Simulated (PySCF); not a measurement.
C₆H₄O₂.
Cartesian coordinates in Å at the PBE0-D3(BJ)/def2-SVP level; atoms count from 1:
```
atom  x, y, z in Å
C1     1.984   -0.173   -0.481
C2     1.566    0.243    0.757
C3     0.150    0.279    0.627
O4    -0.964    0.559    1.323
C5    -1.999    0.343    0.461
C6    -1.582   -0.073   -0.777
C7    -0.166   -0.108   -0.647
O8     0.949   -0.389   -1.343
H9     2.976   -0.357   -0.885
H10    2.200    0.478    1.608
H11   -2.992    0.527    0.865
H12   -2.216   -0.308   -1.628
```

The calculation used PySCF, TDDFT CAM-B3LYP/def2-SVPD, vertical, gas phase, core orbitals frozen in the response.

Ground-to-excited transition dipoles (e·a0, same axes as the geometry; the sign carries no meaning), for the states with f of 0.002 or more among the lowest 7:

```tsv
state	E (eV)	μx	μy	μz
S1	5.387	-1.635	0.202	0.356
S2	6.069	0.020	0.288	-0.093
S5	6.581	0.090	-0.174	-0.533
S7	6.960	-0.018	-0.303	0.096
```

Problem. What oscillator strength does each state have?

Solution. f = (2/3) ΔE |μ|² with ΔE in hartree (27.2114 eV).

```tsv
state	|μ|² (au)	|μ| (D)	f
S1	2.839	4.28	0.375
S2	0.092	0.77	0.014
S5	0.323	1.44	0.052
S7	0.101	0.81	0.017
```

Problem. What is the point group, and which symmetry does each of these states have?

Solution. C2h. The ground state is totally symmetric, so the direction of μ fixes the label. Polarised along the twofold axis, so Au: S2 and S7. Polarised across the twofold axis, so Bu: S1 and S5.

Problem. All atoms lie in one plane. Which transitions are polarised in it and which across it?

Solution. In the plane: S1 and S5. Perpendicular: S2 and S7. In-plane polarisation joins two orbitals of the same parity under reflection in the plane (π with π, or σ with σ, in-plane lone pairs counted as σ); perpendicular polarisation joins orbitals of opposite parity.

Problem. What angle do the transition dipoles of S1 and S5 make?

Solution. |cos θ| = |μa·μb| / (|μa| |μb|) = 0.39, so θ ≈ 67° (taken between 0 and 90°, since the signs are arbitrary).

Problem. What peak molar absorption coefficient would the strongest computed level give as a lone Gaussian band 0.5 eV wide at half height?

Solution. ε(max) = 2.175×10⁸ f / FWHM, with the width in cm⁻¹. S1: 2.175×10⁸ × 0.3747 / 4033 ≈ 20000 L mol⁻¹ cm⁻¹.

The vertical ionisation energy (ΔSCF) is 8.15 eV, 1.19 eV above S7.
